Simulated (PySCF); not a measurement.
**CH3BO: full NMR table**

```yaml
Formula: CH3BO
SMILES: CB=O
Point_group_of_the_computed_structure: C3v
Carbon_signals: 1
Proton_signals: 1
```

Molfile (atoms numbered from 1):
```
CH3BO
     RDKit          3D

  6  5  0  0  0  0  0  0  0  0999 V2000
   -0.4832   -0.0848    0.1448 C   0  0  0  0  0  0  0  0  0  0  0  0
    0.9633    0.1478   -0.2914 B   0  0  0  0  0  0  0  0  0  0  0  0
    2.1026    0.3303   -0.6349 O   0  0  0  0  0  0  0  0  0  0  0  0
   -1.1745    0.3575   -0.5753 H   0  0  0  0  0  0  0  0  0  0  0  0
   -0.6952   -1.1531    0.2154 H   0  0  0  0  0  0  0  0  0  0  0  0
   -0.6657    0.3688    1.1209 H   0  0  0  0  0  0  0  0  0  0  0  0
  1  2  1  0
  2  3  2  0
  1  4  1  0
  1  5  1  0
  1  6  1  0
M  END
```

- shielding tensors at PBE0/pcSseg-2 (GIAO)
- PBE0-D3(BJ)/def2-TZVP geometry
- code: PySCF 2.14
- one computed conformer, isolated molecule, non-relativistic, fast rotation and ring inversion assumed for equivalent nuclei

References, each an isolated molecule treated in the same way: TMS for 1H (σref 31.52) and 13C (σref 186.03); 11B (σref 98.70) against BF3·OEt2; 17O (σref 329.54) vs H2O.

| carbon | δC, type | δH (multiplicity) | HMBC from (2–3 bonds) | span of the C tensor (ppm) |
| --- | --- | --- | --- | --- |
| C1 | -15.9, CH3 | 0.47 (s) | – | 2 |

Other nuclei:
```csv
atoms,nucleus,environment,δ (ppm),σ (ppm)
B2,11B,"boron bonded to C, O",20.1,78.6
O3,17O,oxygen bonded to B,269.7,59.8
```

- δH 0.47: hydrogen on a methyl carbon bonded to B.

A carbon bonded to boron is broadened by the quadrupolar boron nucleus and is often missing from a measured spectrum. Shifts are as computed. Against solution values, carbons near 30 ppm lie about +3 ppm off and those near 130 ppm about +9 ppm. Of 1211 compounds with measured shifts, 218 miss one by over three times the rms of a fit or turn the order of signals round; such compounds aren't used in these exercises. Unscaled 17O shifts of doubly bonded oxygen tend to come out too high, by tens of ppm or more. Experimental scales use liquid or dissolved standards, which lie at an offset from isolated H2O (liquid H2O: subtract about 36 ppm).
